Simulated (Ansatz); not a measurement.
**Could SbRh3 exist in this structure?**

Plane-wave DFT in Ansatz with scalar-relativistic PAW potentials. The crystal relaxes under LDA to Pm-3m with a = 3.879 Å, 14.59 Å³/atom. No spin polarisation. Whether it is the stable form of this composition wasn't checked.

```cif
data_structure
_symmetry_space_group_name_H-M 'P 1'
_symmetry_Int_Tables_number 1
_cell_length_a 3.8787
_cell_length_b 3.8787
_cell_length_c 3.8787
_cell_angle_alpha 90.000
_cell_angle_beta 90.000
_cell_angle_gamma 90.000
_cell_volume 58.35
loop_
_atom_site_label
_atom_site_type_symbol
_atom_site_fract_x
_atom_site_fract_y
_atom_site_fract_z
_atom_site_occupancy
Sb1 Sb 0.00000 0.00000 0.00000 1
Rh1 Rh 0.50000 0.50000 0.00000 1
Rh2 Rh 0.50000 0.00000 0.50000 1
Rh3 Rh 0.00000 0.50000 0.50000 1
```

Question: Test it against the elements, against displacements at the zone centre and against strain.

Answer:
- Energy over the elements: -0.250 eV/atom (LDA, standard states in the same functional, gases uncorrected)
- Optical modes at Γ: all 9 real, 122 to 237 cm⁻¹ (LDA, no gap at this level, so no LO-TO term)
- Least eigenvalue of the elastic tensor: 134 GPa (LDA, smearing 0.15 eV on a cell relaxed with it; where the run has no gap this value hangs on mesh and smearing)

It passes all three tests. So it is a local minimum against everything tried and bound against the elements. Modes at other wave vectors, other structures and decomposition into other compounds weren't tested here.

Spin-orbit coupling is left out, which matters for the bands of heavy elements.